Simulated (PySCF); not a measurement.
# S: electron affinity

S⁻ [Ne] 3s2 3p5 (2P) → S [Ne] 3s2 3p4 (3P), as a difference of total energies. Computed with PySCF 2.14 in aug-cc-pV(D+d)Z, with the non-relativistic Hamiltonian (point nucleus). Correlated levels: valence: [Ne] frozen. The calculations carry no spin-orbit coupling.

```csv
method,electron affinity (eV)
UHF,0.919
MP2 (valence),1.798
SCS-MP2 (valence),1.777
CCSD (valence),1.724
CCSD(T) (valence),1.778
CCSDT (valence),1.784
```

Problem. How much does correlation contribute at CCSD(T) (valence)?

Solution. 1.778 − (0.919) = 0.859 eV, measured against UHF.

Errors of the correlated levels include the incompleteness of this basis and the frozen core.

For comparison: 2.077 eV (measured; photodetachment measurements, as compiled on the Wikipedia data page of electron affinities).
